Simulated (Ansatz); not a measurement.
in.yaml

```yaml
crystal:
  periodic: [false, false, false]
  atoms:
    - {symbol: Al, position_ang: [-0.033056, 0.104603, -0.233359]}
    - {symbol: H, position_ang: [-0.033056, -1.342219, -0.891708]}
    - {symbol: H, position_ang: [1.371631, -1.178318, 5.619221]}
    - {symbol: H, position_ang: [-0.453706, -0.279583, 1.519265]}
basis:
  gaussian: {orbitals: cc-pVDZ}
magnetization: {spin_polarized: false, initial_magnetization: 2}
correlation: {method: fic_mrcisd_q, electrons: outside_noble_gas, active_space: {window: {electrons: 6, orbitals: 7}, shells: [{species: Al, l: s, shell: 3}, {species: Al, l: p, shell: 3}, {species: H, l: s, shell: 1}]}}
```

```sh
$ ansatz run in.yaml --threads 1 --pin off --events-out ev --progress --plain --max-ram 2393MiB
```

Output:

```
566 factors; integrals over basis functions are off by at most 1.6e-7 eV
mean field evaluation 1: about -6625.3059 eV, gradient 8.1e0 eV
mean field evaluation 2: about -6625.3072 eV, gradient 8.1e0 eV
mean field evaluation 4: about -6626.2074 eV, gradient 6.6e-1 eV
mean field evaluation 8: about -6626.2168 eV, gradient 6.0e-4 eV
mean field -6626.21679857 eV, -243.5089759362 hartree, gradient 2.7e-6 eV, S^2 2.000000; 0 other end points of the search recorded, 0 dependent functions left out
reference -6626.21679857 eV, -243.5089759362 hartree; 9, 7 occupied and 24, 26 virtual orbitals, 566 factors
state -6627.21295334 eV, -243.5455839489 hartree
contracted CI cycle   1: correlation 0.00000000 eV, 0.0000000000 hartree, residual 7.58e0 eV
contracted CI cycle   2: correlation -1.08824417 eV, -0.0399922356 hartree, residual 1.53e0 eV
contracted CI cycle   3: correlation -1.14003245 eV, -0.0418954200 hartree, residual 4.25e-1 eV
contracted CI cycle   4: correlation -1.14330532 eV, -0.0420156957 hartree, residual 1.04e-1 eV
contracted CI cycle   5: correlation -1.14351019 eV, -0.0420232245 hartree, residual 2.87e-2 eV
contracted CI cycle   6: correlation -1.14352763 eV, -0.0420238653 hartree, residual 7.58e-3 eV
contracted CI cycle   7: correlation -1.14352877 eV, -0.0420239073 hartree, residual 2.03e-3 eV
contracted CI cycle   8: correlation -1.14352885 eV, -0.0420239103 hartree, residual 5.79e-4 eV
state -6627.21295334 eV, -243.5455839489 hartree; corrected -6628.39119878 eV, -243.5888836701 hartree
Total energy: -6628.39119878 eV, -243.5888836701 hartree
Checks for a lower state left out: starts, orbital_swaps
```

Natural occupations: 1.9748 1.9534 1.0003 1.0000 0.0363 0.0217 0.0135.

For the same geometry and basis full CI lies 2.6 meV higher.

Ran on 1 thread of Arm Neoverse V2, shared host: 2.2 s wall, 0.19 GiB peak host memory.
